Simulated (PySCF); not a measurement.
C₄H₄O, SMILES C=C=CC=O, point group Cs.

Force field and properties: PBE0/pcSseg-1 (PySCF, grid level 2). Vibrational terms come from second-order perturbation theory with semi-diagonal cubic constants, by steps of ±0.6 along the normal coordinates of each isotopologue. The parent has the commonest isotopes.

Equilibrium geometry (Å):

```json
{"atom": "C1", "x": "-1.8667", "y": "-0.1581", "z": "0.2303"}
{"atom": "C2", "x": "-0.6106", "y": "-0.3419", "z": "-0.0381"}
{"atom": "C3", "x": "0.6653", "y": "-0.4940", "z": "-0.2980"}
{"atom": "C4", "x": "1.6318", "y": "0.5924", "z": "-0.0568"}
{"atom": "O5", "x": "2.8119", "y": "0.4933", "z": "-0.2818"}
{"atom": "H6", "x": "-2.5501", "y": "0.2337", "z": "-0.5224"}
{"atom": "H7", "x": "-2.2718", "y": "-0.3988", "z": "1.2127"}
{"atom": "H8", "x": "1.0535", "y": "-1.4300", "z": "-0.7014"}
{"atom": "H9", "x": "1.1908", "y": "1.5273", "z": "0.3547"}
```

Task: Give the equilibrium and ground-state rotational constants (MHz) of parent; ²H at 8; ²H at 9.

Result: 
| species | Ae | Be | Ce | A0 | B0 | C0 | Δ0 (u Å²) | harmonic ZPE (cm⁻¹) |
| --- | --- | --- | --- | --- | --- | --- | --- | --- |
| parent | 36150 | 2401.8 | 2288 | 36002 | 2394.2 | 2279.9 | -3.461 | 14401 |
| ²H at 8 | 30342 | 2401.1 | 2260 | 30219 | 2393.7 | 2252.1 | -3.447 | 13719 |
| ²H at 9 | 31476 | 2394.3 | 2260.1 | 31307 | 2387 | 2252.2 | -3.468 | 13725 |

Δ0 = Ic − Ia − Ib from the ground-state constants.

Task: How is the parent's vibrational correction B0 − Be made up?

Result: 
| axis | harmonic | Coriolis | cubic | total (MHz) |
| --- | --- | --- | --- | --- |
| a | 244 | -200 | -192 | -148 |
| b | 1.89 | -1.45 | -8.1 | -7.66 |
| c | 1.12 | -1.04 | -8.18 | -8.1 |

Task: And its quartic centrifugal distortion constants from the harmonic force field?

Result: Asymmetric top, A reduction, Ir representation: ΔJ = 0.434 kHz, ΔJK = -38.3 kHz, ΔK = 1700 kHz, δJ = 0.0627 kHz, δK = 2.82 kHz.

A mode lies under 250 cm⁻¹, where this perturbation treatment is rough. Internal rotors are held in one well.
